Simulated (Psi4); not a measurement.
# One shape, several levels: S2F2 (Difluorodisulfane)

Wanted: a comparison of 3 runs (M06-2X/6-311+G**, wB97M-V/6-311+G**, wB97X/6-311+G**) of S2F2 (Difluorodisulfane). The job is set up through a Python script.

Program for the calculation: Psi4 1.11.

## Step 1: The system as given

S2F2 has 4 atoms, charge 0, and is taken as a singlet. SMILES: `FSSF`. The S3–F4 distance was set to 2.937 Å, away from the relaxed value. At this shape a bond of the SMILES string is far longer than usual.

Bond lengths: F1–S2 1.631 Å, S2–S3 1.890 Å. Angles: F1–S2–S3 108.6°.

## Step 2: Energy and forces at M06-2X/6-311+G(d,p) (run 1)

Input file calc.py:

```python
import psi4

psi4.set_memory('2200 MB')
psi4.set_num_threads(1)
psi4.core.set_output_file('run.log', False)

mol = psi4.geometry("""
0 1
F     -1.912886    -0.190786    -1.920308
S     -0.596806     0.773294    -1.931088
S      0.915854    -0.267246    -1.483438
F      1.206410    -0.287820     1.438680
symmetry c1
no_reorient
no_com
""")

psi4.set_options({
    'basis': '6-311+G**',
    'puream': True,
    'e_convergence': 1e-09,
    'd_convergence': 1e-08,
    'scf_type': 'pk',
    'dft_radial_points': 99,
    'dft_spherical_points': 590,
})

e_tot, wfn = psi4.gradient("m06-2x", molecule=mol, return_wfn=True)
psi4.oeprop(wfn, "WIBERG_LOWDIN_INDICES", "QUADRUPOLE", "MULLIKEN_CHARGES")
print('gradient / Eh bohr^-1')
print(e_tot.np.round(6))
print(f'energy = {wfn.energy():.10f} Eh')
for k, v in sorted(psi4.core.scalar_variables().items()):
    print(f'{k:45s} {v:18.10f}')
```

Launch:

```console
$ python calc.py
```

run.log:

```text
[...]
  Running in c1 symmetry.
[...]
  Nuclear repulsion =  199.515333393122233
[...]
  Multiplicity = 1
[...]
  Nalpha       = 25
  Nbeta        = 25
[...]
    Number of basis functions: 104
[...]
   @RKS iter   1:  -995.58836410702452   -2.56064e-01   7.60186e-03 ADIIS/DIIS
[...]
   @RKS iter  20:  -995.86421478432726   -2.00089e-11   9.12951e-09 DIIS
[...]
    Orbital Energies [Eh]
    ---------------------
    Doubly Occupied:
       1A    -90.117283     2A    -90.052221     3A    -25.333117
       4A    -25.124226     5A     -8.473803     6A     -8.412954
       7A     -6.395021     8A     -6.390260     9A     -6.388774
      10A     -6.332876    11A     -6.331960    12A     -6.326151
      13A     -1.436066    14A     -1.147833    15A     -1.028666
      16A     -0.810028    17A     -0.649322    18A     -0.635311
      19A     -0.634536    20A     -0.509102    21A     -0.484223
      22A     -0.429677    23A     -0.382592    24A     -0.381954
      25A     -0.343132
[...]
  @RKS Final Energy:  -995.86421478432726
   => Energetics <=
    Nuclear Repulsion Energy =            199.5153333931222335
    One-Electron Energy =               -1773.7409067894127475
    Two-Electron Energy =                 612.6433348128100533
    DFT Exchange-Correlation Energy =     -34.2819762008469056
    Empirical Dispersion Energy =           0.0000000000000000
    VV10 Nonlocal Energy =                  0.0000000000000000
    Total Energy =                       -995.8642147843272596
[...]
  -Total Gradient:
     Atom            X                  Y                   Z
    ------   -----------------  -----------------  -----------------
       1       -0.005181915497    -0.002367546263     0.000536219113
       2       -0.013216708687     0.013492791933    -0.008492372227
       3        0.013584089133    -0.009580319228    -0.029067671792
       4        0.004728446843    -0.001582704837     0.037029788033
[...]
 Multipole Moments:
 ------------------------------------------------------------------------------------
     Multipole            Electronic (a.u.)      Nuclear  (a.u.)        Total (a.u.)
 ------------------------------------------------------------------------------------
 L = 1.  Multiply by 2.5417464519 to convert [e a0] to [Debye]
 Dipole X            :          1.8023357           -2.3688019           -0.5664662
 Dipole Y            :         -6.4134359            7.1607657            0.7473298
 Dipole Z            :        108.4878685         -111.4316089           -2.9437404
 Magnitude           :                                                    3.0894973
 L = 2.  Multiply by 1.3450342976 to convert [e a0^2] to [Debye ang]
 Quadrupole XX       :       -261.0839003          232.6565758          -28.4273245
 Quadrupole XY       :         38.4480176          -39.7842712           -1.3362536
[...]
  Mulliken Charges: (a.u.)
   Center  Symbol    Alpha    Beta     Spin     Total
       1     F     4.56779  4.56779  0.00000 -0.13559
       2     S     7.82103  7.82103  0.00000  0.35794
       3     S     7.85741  7.85741  0.00000  0.28518
       4     F     4.75377  4.75377  0.00000 -0.50753
   Total alpha = 25.00000, Total beta = 25.00000, Total charge =  0.00000
  Wiberg Bond Indices using Orthogonal Lowdin Orbitals:
[...]
```

The script printed:

```text
gradient / Eh bohr^-1
[[-0.005182 -0.002368  0.000536]
 [-0.013217  0.013493 -0.008492]
 [ 0.013584 -0.00958  -0.029068]
 [ 0.004728 -0.001583  0.03703 ]]
energy = -995.8642147843 Eh
CURRENT ENERGY                                   -995.8642147843
CURRENT REFERENCE ENERGY                         -995.8642147843
DD SOLVATION ENERGY                                 0.0000000000
DFT FUNCTIONAL TOTAL ENERGY                      -995.8642147843
DFT TOTAL ENERGY                                 -995.8642147843
DFT VV10 ENERGY                                     0.0000000000
DFT XC ENERGY                                     -34.2819762008
GRID ELECTRONS ALPHA                               24.9999997383
GRID ELECTRONS BETA                                24.9999997383
GRID ELECTRONS TOTAL                               49.9999994767
NUCLEAR REPULSION ENERGY                          199.5153333931
ONE-ELECTRON ENERGY                             -1773.7409067894
PCM POLARIZATION ENERGY                             0.0000000000
PE ENERGY                                           0.0000000000
SCF ITERATION ENERGY                             -995.8642147843
SCF ITERATIONS                                     20.0000000000
SCF TOTAL ENERGY                                 -995.8642147843
TWO-ELECTRON ENERGY                               612.6433348128
XC GRID RADIAL POINTS                              99.0000000000
XC GRID SPHERICAL POINTS                          590.0000000000
XC GRID TOTAL POINTS                           228111.0000000000
```

Wall time 23 s (1 thread of Intel Xeon 6975P-C (Granite Rapids), shared host); peak memory 1 GiB.

## Step 3: The energy at wB97M-V/6-311+G(d,p) (run 2)

Input file f2s2.xyz:

```xyz
4
F2S2
F     -1.912886    -0.190786    -1.920308
S     -0.596806     0.773294    -1.931088
S      0.915854    -0.267246    -1.483438
F      1.206410    -0.287820     1.438680
```

Input file f2s2.py:

```python
import psi4

psi4.set_memory('2200 MB')
psi4.set_num_threads(1)
psi4.set_output_file('run.log', False)

with open('f2s2.xyz') as f:
    atoms = ''.join(f.readlines()[2:])
geom = psi4.geometry('0 1\n' + atoms + 'symmetry c1\nno_reorient\nno_com')

psi4.set_options({
    'basis': '6-311+G**',
    'reference': 'rks',
    'puream': True,
    'e_convergence': 1e-09,
    'd_convergence': 1e-08,
    'scf_type': 'pk',
    'dft_radial_points': 99,
    'dft_spherical_points': 590,
})

energy_value, wavefunction = psi4.energy("wb97m-v", molecule=geom, return_wfn=True)
print(f'wb97m-v energy: {energy_value:.10f} Eh')
for k, v in sorted(psi4.core.scalar_variables().items()):
    print(f'{k:45s} {v:18.10f}')
```

Launch:

```console
$ python f2s2.py
```

run.log:

```text
[...]
  Running in c1 symmetry.
[...]
  Nuclear repulsion =  199.515333393122233
[...]
  Multiplicity = 1
[...]
  Nalpha       = 25
  Nbeta        = 25
[...]
    Number of basis functions: 104
[...]
   @RKS iter   1:  -995.58491736902806   -2.92897e-01   7.92072e-03 ADIIS/DIIS
[...]
   @RKS iter  21:  -995.89059187063060   -2.69438e-11   8.78436e-09 DIIS
[...]
    Orbital Energies [Eh]
    ---------------------
    Doubly Occupied:
       1A    -89.406453     2A    -89.343105     3A    -24.996060
       4A    -24.786400     5A     -8.328641     6A     -8.269402
       7A     -6.240936     8A     -6.233935     9A     -6.231723
      10A     -6.180086    11A     -6.178470    12A     -6.169999
      13A     -1.428724    14A     -1.139905    15A     -1.060169
      16A     -0.842963    17A     -0.681186    18A     -0.656356
      19A     -0.653649    20A     -0.542276    21A     -0.520573
      22A     -0.468349    23A     -0.396885    24A     -0.396171
      25A     -0.373868
[...]
  @RKS Final Energy:  -995.89059187063060
   => Energetics <=
    Nuclear Repulsion Energy =            199.5153333931222335
    One-Electron Energy =               -1773.3429661294642301
    Two-Electron Energy =                 632.6850556968395267
    DFT Exchange-Correlation Energy =     -54.9571757797438707
    Empirical Dispersion Energy =           0.0000000000000000
    VV10 Nonlocal Energy =                  0.2091609486157510
    Total Energy =                       -995.8905918706306011
[...]
 Multipole Moments:
 ------------------------------------------------------------------------------------
     Multipole            Electronic (a.u.)      Nuclear  (a.u.)        Total (a.u.)
 ------------------------------------------------------------------------------------
 L = 1.  Multiply by 2.5417464519 to convert [e a0] to [Debye]
 Dipole X            :          1.7766405           -2.3688019           -0.5921615
 Dipole Y            :         -6.4137388            7.1607657            0.7470269
 Dipole Z            :        108.4163984         -111.4316089           -3.0152105
 Magnitude           :                                                    3.1623091
[...]
```

The script printed:

```text
wb97m-v energy: -995.8905918706 Eh
CURRENT ENERGY                                   -995.8905918706
CURRENT REFERENCE ENERGY                         -995.8905918706
DD SOLVATION ENERGY                                 0.0000000000
DFT FUNCTIONAL TOTAL ENERGY                      -995.8905918706
DFT TOTAL ENERGY                                 -995.8905918706
DFT VV10 ENERGY                                     0.2091609486
DFT XC ENERGY                                     -54.9571757797
GRID ELECTRONS ALPHA                               24.9999997599
GRID ELECTRONS BETA                                24.9999997599
GRID ELECTRONS TOTAL                               49.9999995197
NUCLEAR REPULSION ENERGY                          199.5153333931
ONE-ELECTRON ENERGY                             -1773.3429661295
PCM POLARIZATION ENERGY                             0.0000000000
PE ENERGY                                           0.0000000000
SCF ITERATION ENERGY                             -995.8905918706
SCF ITERATIONS                                     21.0000000000
SCF TOTAL ENERGY                                 -995.8905918706
TWO-ELECTRON ENERGY                               632.6850556968
XC GRID RADIAL POINTS                              99.0000000000
XC GRID SPHERICAL POINTS                          590.0000000000
XC GRID TOTAL POINTS                           228111.0000000000
```

Run time: 54 s. Hardware: 1 thread of Intel Xeon 6975P-C (Granite Rapids), shared host; peak memory 1.1 GiB.

## Step 4: Energy and forces at wB97X/6-311+G(d,p) (run 3)

f2s2.xyz is that of step 3.

Input file run.py:

```python
import psi4

psi4.set_memory('2200 MB')
psi4.set_num_threads(1)
psi4.set_output_file('psi4.out', False)

with open('f2s2.xyz') as f:
    atoms = ''.join(f.readlines()[2:])
molecule = psi4.geometry('0 1\n' + atoms + 'symmetry c1')

psi4.set_options({
    'puream': True,
    'e_convergence': 1e-09,
    'd_convergence': 1e-08,
    'scf_type': 'pk',
    'dft_radial_points': 99,
    'dft_spherical_points': 590,
})

e_tot, wfn = psi4.gradient('wb97x/6-311+G**', molecule=molecule, return_wfn=True)
print('gradient / Eh bohr^-1')
print(e_tot.np.round(6))
print(f'energy = {wfn.energy():.10f} Eh')
```

Launch:

```console
$ python run.py
```

psi4.out:

```text
[...]
  Running in c1 symmetry.
[...]
  Nuclear repulsion =  199.515333393122262
[...]
  Multiplicity = 1
[...]
  Nalpha       = 25
  Nbeta        = 25
[...]
    Number of basis functions: 104
[...]
   @RKS iter   1:  -995.59932735257019   -2.84074e-01   8.22513e-03 DIIS/ADIIS
[...]
   @RKS iter  21:  -995.91655555392276   -3.27418e-11   6.12773e-09 DIIS
[...]
    Orbital Energies [Eh]
    ---------------------
    Doubly Occupied:
       1A    -89.055275     2A    -88.991642     3A    -24.831936
       4A    -24.621050     5A     -8.241836     6A     -8.182349
       7A     -6.206696     8A     -6.198397     9A     -6.195795
      10A     -6.145457    11A     -6.143220    12A     -6.133277
      13A     -1.421520    14A     -1.130464    15A     -1.069213
      16A     -0.847829    17A     -0.686675    18A     -0.659709
      19A     -0.656680    20A     -0.548129    21A     -0.526483
      22A     -0.475480    23A     -0.398395    24A     -0.397655
      25A     -0.378544
[...]
  @RKS Final Energy:  -995.91655555392276
   => Energetics <=
    Nuclear Repulsion Energy =            199.5153333931222619
    One-Electron Energy =               -1773.6776618682106346
    Two-Electron Energy =                 632.5547686734382751
    DFT Exchange-Correlation Energy =     -54.3089957522726934
    Empirical Dispersion Energy =           0.0000000000000000
    VV10 Nonlocal Energy =                  0.0000000000000000
    Total Energy =                       -995.9165555539227626
[...]
 Multipole Moments:
 ------------------------------------------------------------------------------------
     Multipole            Electronic (a.u.)      Nuclear  (a.u.)        Total (a.u.)
 ------------------------------------------------------------------------------------
 L = 1.  Multiply by 2.5417464519 to convert [e a0] to [Debye]
 Dipole X            :         -1.2172807            0.6169251           -0.6003556
 Dipole Y            :          0.1533509            0.5923389            0.7456898
 Dipole Z            :         -1.2388226           -1.7643451           -3.0031677
 Magnitude           :                                                    3.1520623
[...]
  -Total Gradient:
     Atom            X                  Y                   Z
    ------   -----------------  -----------------  -----------------
       1       -0.002485117555    -0.001036279630     0.000662903909
       2       -0.020501863042     0.015761030399    -0.010641399638
       3        0.017695959640    -0.013036192155    -0.029396284481
       4        0.005279336749    -0.001756654364     0.039396464176
[...]
```

The script printed:

```text
gradient / Eh bohr^-1
[[-0.002485 -0.001036  0.000663]
 [-0.020502  0.015761 -0.010641]
 [ 0.017696 -0.013036 -0.029396]
 [ 0.005279 -0.001757  0.039396]]
energy = -995.9165555539 Eh
```

Run time: 18 s. Hardware: 1 thread of Intel Xeon 6975P-C (Granite Rapids), shared host; peak memory 0.99 GiB.

## Step 5: Overview of the runs

| run | level | task | energy (Eh) | dipole moment (D) | HOMO energy (eV) | LUMO energy (eV) | wall time |
| --- | --- | --- | --- | --- | --- | --- | --- |
| 1 | M06-2X/6-311+G** | gradient | -995.864215 | 7.85 | -9.34 | -5.65 | 23 s |
| 2 | wB97M-V/6-311+G** | energy | -995.890592 | 8.04 | -10.17 | -4.50 | 54 s |
| 3 | wB97X/6-311+G** | gradient | -995.916556 | 8.01 | -10.30 | -4.60 | 18 s |

## Step 6: Results

| quantity | value |
| --- | --- |
| run 3: total energy | -995.91656 Eh |
| run 3: dipole moment | 8.01 D |
| run 3: HOMO energy | -10.30 eV |
| run 3: LUMO energy | -4.60 eV |
| run 3: HOMO–LUMO gap | 5.70 eV |
| run 3: largest force on an atom | 2.046 eV/Å |

**Reading.** The dipole moment (its size) runs from 7.85 D (M06-2X/6-311+G**) to 8.04 D (wB97M-V/6-311+G**). The HOMO–LUMO gap runs from 3.69 eV (M06-2X/6-311+G**) to 5.70 eV (wB97X/6-311+G**). Totals of different functionals can't be ranked against each other. In runs 1, 2, 3 a closed-shell determinant meets a far-stretched bond, which it describes badly. All runs together took 95 s, the longest 54 s.
